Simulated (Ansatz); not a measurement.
CH2, SMILES `[CH2]` (lower triplet) (charge 0, multiplicity 3). This triplet lies 0.39 eV below the relaxed singlet at the level composite: frozen-core CCSD(T) with HF/cc-pV5Z and the correlation energy extrapolated as X^-3 from cc-pVQZ and cc-pV5Z, plus full CI minus CCSD(T) in cc-pVDZ // PBE0-D3(BJ)/def2-TZVP (Ansatz, an electronic-structure program).

Method: Ansatz with frozen-core CCSDT(Q)/cc-pVDZ // PBE0-D3(BJ)/def2-TZVP.

Ansatz 0.2 input:
```yaml
crystal:
  periodic: [false, false, false]
  atoms:
    - { symbol: C, position_ang: [-0.000714, 0.276539, 0.0] }
    - { symbol: H, position_ang: [0.996417, -0.1357, -0.000003] }
    - { symbol: H, position_ang: [-0.995703, -0.140839, 0.000004] }
basis:
  gaussian: { orbitals: cc-pVDZ }
correlation:
  method: ccsdt_q
magnetization:
  spin_polarized: true
  initial_magnetization: 2
```

Output:

```
Functional definition: HF
405 factors; integrals over basis functions are off by at most 1.9e-7 eV
mean field evaluation 1: about -1058.6212 eV, gradient 8.3e0 eV
mean field evaluation 2: about -1058.6213 eV, gradient 8.3e0 eV
mean field evaluation 4: about -1059.2352 eV, gradient 9.0e-1 eV
mean field evaluation 8: about -1059.2488 eV, gradient 2.0e-3 eV
mean field evaluation 16: about -1059.2486 eV, gradient 1.1e-1 eV
mean field -1059.24879394 eV, -38.9266751925 hartree, gradient 1.2e-6 eV, S^2 2.016190; 0 other end points of the search recorded, 0 dependent functions left out
1 core orbitals not correlated
reference -1059.24879394 eV, -38.9266751925 hartree; 4, 2 occupied and 19, 21 virtual orbitals, 405 factors
second order -2.52604188 eV of doubles, -0.00000000 eV of singles
cycle   1  -2.93513294 eV  change   -4.1e-1 eV  update   4.0e-2
cycle   2  -3.11781437 eV  change   -1.8e-1 eV  update   1.7e-2
cycle   3  -3.12996041 eV  change   -1.2e-2 eV  update   5.6e-3
cycle   4  -3.13190989 eV  change   -1.9e-3 eV  update   2.0e-3
cycle   5  -3.13136658 eV  change    5.4e-4 eV  update   7.9e-4
cycle   6  -3.13157604 eV  change   -2.1e-4 eV  update   3.1e-4
cycle   7  -3.13179254 eV  change   -2.2e-4 eV  update   1.1e-4
cycle   8  -3.13173791 eV  change    5.5e-5 eV  update   2.9e-5
cycle   9  -3.13172573 eV  change    1.2e-5 eV  update   9.2e-6
cycle  10  -3.13173234 eV  change   -6.6e-6 eV  update   3.2e-6
cycle  11  -3.13173283 eV  change   -4.8e-7 eV  update   1.2e-6
cycle  12  -3.13173219 eV  change    6.3e-7 eV  update   4.6e-7
cycle  13  -3.13173171 eV  change    4.9e-7 eV  update   1.4e-7
perturbative correction -0.00195927 eV, -0.0000720017 hartree
Total energy: -1062.38248491 eV, -39.0418362117 hartree
```
